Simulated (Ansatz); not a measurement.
**Reading a saddle point**

A first-order saddle point of SiH$_{4}$, singlet, PBE0-D4/def2-TZVP, with one imaginary mode of 1108i cm⁻¹:

Si1  (0.228, 0.605, -0.067)
H2  (-0.035, -0.387, -1.195)
H3  (-0.320, -0.929, -0.221)
H4  (-1.072, 0.771, 0.640)
H5  (1.199, -0.061, 0.844)
(Å)

Program: Ansatz 0.2.0. Basis: def2-TZVPP and def2-QZVPP. Cores are frozen in the correlated methods. Extrapolation: Hartree–Fock as exp(−7.88 √X), correlation as X^−2.97.

(1) Which contacts change along the imaginary mode, and what lies on either side? (Judge from chemistry; the calculation decides.)

(2) Which side is lower, and how far does the saddle lie above each? (An estimate is asked for; the value comes from the calculation.)

No T1 diagnostic of these runs exceeds 0.016. The restricted Hartree–Fock reference is unstable towards an unrestricted one at one or more of these structures.

Answers

(1) By the calculation: The step is SiH₂ + H₂ → SiH₄, with the molecules in contact on both sides. Shortening one way: Si1–H2, Si1–H3; lengthening the same way: H2–H3.
```
  pair  one side (Å)  saddle (Å)  other side (Å)
Si1–H2          1.73        1.52            1.48
Si1–H3          1.80        1.64            1.48
 H2–H3          0.83        1.15            2.42
```

(2) The calculation gives: The side with Si1–H2, Si1–H3 short is lower by 2.326 eV; the saddle lies 2.585 eV above it and 0.259 eV above the other (CCSD(T) at an estimated basis limit (MP2 extrapolated from triple and quadruple zeta, plus CCSD(T) − MP2 in triple zeta); electronic energies).

Losses and insertions of silylenes and their heavier kin drive the gas-phase chemistry of silicon and germanium vapour deposition.

For scale, one of the runs: CCSD(T)/def2-TZVPP, 98 basis functions, launched by `ansatz run in.yaml --threads 2 --pin off --events-out ev --progress --plain --max-ram 4352MiB`. The run took about 1 s on 2 CPU threads of an Arm Neoverse V1 (shared host).
